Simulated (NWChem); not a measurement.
**C3H7Cl (1-chloropropane): levels of theory compared**

Wanted: a comparison of 4 runs (B3LYP/6-31G*, BLYP/6-31G*, TPSS/6-31G*, revPBE/6-31G*) of C3H7Cl (1-chloropropane). 

The calculation is run with NWChem 7.3.0.

### Step 1. The molecule

The species is C3H7Cl (11 atoms), meant as a singlet with charge 0. SMILES: `CCCCl`. The C3–H10 distance was set to 1.634 Å, away from the relaxed value. At this shape a bond of the SMILES string is far longer than usual.

Bond lengths: C1–C2 1.517 Å, C2–C3 1.511 Å, C3–Cl4 1.790 Å, C1–H5 1.091 Å, C1–H6 1.092 Å, C1–H7 1.094 Å, C2–H8 1.094 Å, C2–H9 1.097 Å, C3–H11 1.091 Å. Some angles: C1–C2–C3 114.0°, C2–C3–Cl4 112.2°, C1–C2–H8 110.4°, C1–C2–H9 109.9°, C3–C2–H8 109.0°, C3–C2–H9 106.7°, C2–C1–H5 111.0°, C2–C1–H6 111.0°, C2–C1–H7 111.1°, C2–C3–H11 111.6°. A long bond or contact: C3–H10 1.634 Å.

### Step 2. A single-point energy at B3LYP/6-31G(d) (spherical functions) (run 1)

The input, c3h7cl.nw:

```
start c3h7cl
memory stack 880 mb heap 220 mb global 1100 mb
charge 0
geometry units au noautosym nocenter noautoz
C   -2.00415660   2.70903011  -0.34204799
C   -0.72840249   0.34536068   0.66139658
C    1.36824864  -0.63975355  -1.00931028
Cl   0.22401947  -1.68212648  -4.01643146
H   -2.88174541   2.35376160  -2.17432644
H   -3.47171791   3.36155254   0.95260338
H   -0.64185304   4.24481054  -0.57977553
H   -2.11886298  -1.15697159   0.95052468
H    0.11668303   0.73143172   2.51408408
H    2.78073199  -3.07496235   0.25832556
H    2.77193721   0.81779221  -1.40161743
end
basis spherical bse
* library 6-31G*
end
dft
xc b3lyp
grid xfine
convergence energy 1e-08
maxiter 100
mulliken
print medium
end
task dft energy
```

Launch:

```
$ nwchem c3h7cl.nw > c3h7cl.out
```

The program printed:

```text
[...]
          Wavefunction type:  closed shell.
          No. of atoms     :    11
          No. of electrons :    42
[...]
          Charge           :     0
          Spin multiplicity:     1
[...]
          AO basis - number of functions:    74
[...]
              XC Information
              --------------
                         B3LYP Method XC Potential
                     Hartree-Fock (Exact) Exchange  0.200
                        Slater Exchange Functional  0.800 local
                    Becke 1988 Exchange Functional  0.720 non-local
              Lee-Yang-Parr Correlation Functional  0.810
                  VWN I RPA Correlation Functional  0.190 local
[...]
 d= 0,ls=0.0,diis     1   -578.5992384120 -7.40D+02  1.27D-02  4.87D-01     2.4
[...]
 d= 0,ls=0.0,diis    10   -578.6611946465 -2.16D-10  1.69D-07  1.37D-10    19.9
         Total DFT energy =     -578.661194646503
      One electron energy =    -1113.659118861159
           Coulomb energy =      420.834368969651
    Exchange-Corr. energy =      -47.079022449203
 Nuclear repulsion energy =      161.242577694208
[...]
      Total Density - Mulliken Population Analysis
     ---------------------------------------------
    Atom       Charge   Shell Charges
 -----------   ------   -------------------------------------------------------
    1 C    6     6.45   2.00  0.67  2.13  0.63  0.99  0.03
    2 C    6     6.25   2.00  0.67  2.12  0.57  0.85  0.04
    3 C    6     6.26   2.00  0.68  1.89  0.70  0.94  0.04
    4 Cl  17    17.06   2.00  2.00  5.97  1.41  3.60  0.53  1.52  0.03
    5 H    1     0.83   0.52  0.30
    6 H    1     0.84   0.53  0.32
    7 H    1     0.85   0.53  0.33
    8 H    1     0.83   0.53  0.31
    9 H    1     0.84   0.53  0.32
   10 H    1     0.97   0.39  0.58
[...]
```

Wall time 20 s (1 thread of AMD EPYC 9R45 (Zen 5), shared host); peak memory 0.15 GiB.

### Step 3. The energy at BLYP/6-31G(d) (spherical functions) (run 2)

The input, run.py:

```python
from ase import Atoms
from ase.calculators.nwchem import NWChem

mol = Atoms(['C', 'C', 'C', 'Cl', 'H', 'H', 'H', 'H', 'H', 'H', 'H'], positions=[
    [-1.060554, 1.433557, -0.181004],
    [-0.385454, 0.182757, 0.349996],
    [0.724046, -0.338543, -0.534104],
    [0.118546, -0.890143, -2.125404],
    [-1.524954, 1.245557, -1.150604],
    [-1.837154, 1.778857, 0.504096],
    [-0.339654, 2.246257, -0.306804],
    [-1.121254, -0.612243, 0.502996],
    [0.061746, 0.387057, 1.330396],
    [1.471500, -1.627200, 0.136700],
    [1.466846, 0.432757, -0.741704],
])

calc = NWChem(
    label='c3h7cl',
    theory='dft',
    memory='2200 mb',
    basis='6-31G*',
    basispar='spherical bse',
    dft={'xc': 'becke88 lyp', 'mult': '1', 'grid': 'xfine', 'convergence': 'energy 1e-08', 'iterations': '100', 'mulliken': None},
    task='energy',
)
mol.calc = calc

print("Total energy (eV):", round(mol.get_potential_energy(), 6))
print("dipole (e A):", mol.get_dipole_moment().round(4))
```

Launch:

```
$ export ASE_NWCHEM_COMMAND="nwchem PREFIX.nwi > PREFIX.nwo"
$ python run.py
```

The program printed:

```text
Total energy (eV): -15743.38348
dipole (e A): [-0.0116  0.2515  0.3098]
```

The calculator wrote c3h7cl.nwi:

```
title "c3h7cl"

permanent_dir c3h7cl

scratch_dir c3h7cl

start c3h7cl

geometry units angstrom nocenter noautosym noautoz
  C  -1.0605540000000000e+00 1.4335570000000000e+00 -1.8100400000000000e-01
  C  -3.8545400000000002e-01 1.8275700000000000e-01 3.4999599999999997e-01
  C  7.2404599999999997e-01 -3.3854299999999998e-01 -5.3410400000000002e-01
  Cl 1.1854600000000000e-01 -8.9014300000000002e-01 -2.1254040000000001e+00
  H  -1.5249539999999999e+00 1.2455570000000000e+00 -1.1506040000000000e+00
  H  -1.8371540000000000e+00 1.7788569999999999e+00 5.0409599999999999e-01
  H  -3.3965400000000001e-01 2.2462569999999999e+00 -3.0680400000000002e-01
  H  -1.1212540000000000e+00 -6.1224299999999998e-01 5.0299600000000000e-01
  H  6.1746000000000002e-02 3.8705699999999998e-01 1.3303959999999999e+00
  H  1.4715000000000000e+00 -1.6272000000000000e+00 1.3669999999999999e-01
  H  1.4668460000000001e+00 4.3275700000000000e-01 -7.4170400000000003e-01
end

memory 2200 mb

basis spherical bse noprint
   * library 6-31G*
end

dft
  xc becke88 lyp
  mult 1
  grid xfine
  convergence energy 1e-08
  iterations 100
  mulliken
end

task dft energy
```

c3h7cl.nwo (excerpt; [...] marks lines left out):

```text
[...]
      One electron energy =    -1113.645277228051
[... 1 line left out ...]
    Exchange-Corr. energy =      -46.976278147372
[... 6 lines left out ...]
                       DFT Final Molecular Orbital Analysis
[... 534 lines left out ...]
     -------------------------------------------
[...]
```

Run time: 21 s. Hardware: 1 thread of AMD EPYC 9R45 (Zen 5), shared host; peak memory 0.15 GiB.

Run 3 isn't shown in full; the table further down has it.

### Step 4. The energy at revPBE/6-31G(d) (spherical functions) (run 4)

The input, c3h7cl.nw:

```
start c3h7cl
title "C3H7Cl"
memory stack 880 mb heap 220 mb global 1100 mb
geometry units angstrom noautosym nocenter noautoz
 C     -1.060554     1.433557    -0.181004
 C     -0.385454     0.182757     0.349996
 C      0.724046    -0.338543    -0.534104
 Cl     0.118546    -0.890143    -2.125404
 H     -1.524954     1.245557    -1.150604
 H     -1.837154     1.778857     0.504096
 H     -0.339654     2.246257    -0.306804
 H     -1.121254    -0.612243     0.502996
 H      0.061746     0.387057     1.330396
 H      1.471500    -1.627200     0.136700
 H      1.466846     0.432757    -0.741704
end
basis "ao basis" spherical bse
 * library 6-31G*
end
dft
 xc revpbe cpbe96
 grid xfine
 convergence energy 1e-08
 iterations 100
 mulliken
end
task dft
```

Launch:

```
$ nwchem c3h7cl.nw > c3h7cl.out
```

The program printed:

```text
[...]
          Wavefunction type:  closed shell.
          No. of atoms     :    11
          No. of electrons :    42
[...]
          Charge           :     0
          Spin multiplicity:     1
[...]
          AO basis - number of functions:    74
[...]
              XC Information
              --------------
                        RevPBE Exchange Functional  1.000
            Perdew 1991 LDA Correlation Functional  1.000 local
           PerdewBurkeErnz. Correlation Functional  1.000 non-local
[...]
 d= 0,ls=0.0,diis     1   -578.4629979503 -7.40D+02  1.54D-02  5.05D-01     2.5
[...]
 d= 0,ls=0.0,diis    10   -578.5238076128 -1.97D-09  6.20D-07  4.04D-09    19.5
         Total DFT energy =     -578.523807612792
      One electron energy =    -1113.647385241582
           Coulomb energy =      420.813990759345
    Exchange-Corr. energy =      -46.933002304592
 Nuclear repulsion energy =      161.242589174038
[...]
      Total Density - Mulliken Population Analysis
     ---------------------------------------------
    Atom       Charge   Shell Charges
 -----------   ------   -------------------------------------------------------
    1 C    6     6.49   2.00  0.67  2.13  0.65  1.02  0.03
    2 C    6     6.28   2.00  0.67  2.11  0.60  0.88  0.04
    3 C    6     6.30   2.00  0.68  1.88  0.73  0.97  0.04
    4 Cl  17    17.04   2.00  2.00  5.97  1.41  3.60  0.53  1.50  0.03
    5 H    1     0.81   0.53  0.29
    6 H    1     0.83   0.53  0.30
    7 H    1     0.84   0.53  0.31
    8 H    1     0.82   0.53  0.29
    9 H    1     0.83   0.53  0.30
   10 H    1     0.96   0.40  0.56
[...]
```

Run time: 20 s. Hardware: 1 thread of AMD EPYC 9R45 (Zen 5), shared host; peak memory 0.15 GiB.

### Step 5. All runs side by side

```csv
run,level,energy (Eh),dipole moment (D),HOMO energy (eV),LUMO energy (eV),wall time
1,B3LYP/6-31G* (spherical functions),-578.661195,1.98,-7.57,-0.49,20 s
2,BLYP/6-31G* (spherical functions),-578.558676,1.92,-6.35,-1.12,21 s
3,TPSS/6-31G* (spherical functions),-578.689426,2.02,-6.67,-1.07,25 s
4,revPBE/6-31G* (spherical functions),-578.523808,1.96,-6.48,-1.16,20 s
```

### Step 6. Summary of results

```
            quantity          value
 run 4: total energy  -578.52381 Eh
run 4: dipole moment         1.96 D
  run 4: HOMO energy       -6.48 eV
  run 4: LUMO energy       -1.16 eV
run 4: HOMO–LUMO gap        5.32 eV
```

What this shows: The dipole moment (its size) runs from 1.92 D (BLYP/6-31G*) to 2.02 D (TPSS/6-31G*). The HOMO–LUMO gap runs from 5.23 eV (BLYP/6-31G*) to 7.08 eV (B3LYP/6-31G*). Totals of different functionals can't be ranked against each other. All runs together took 87 s, the longest 25 s.
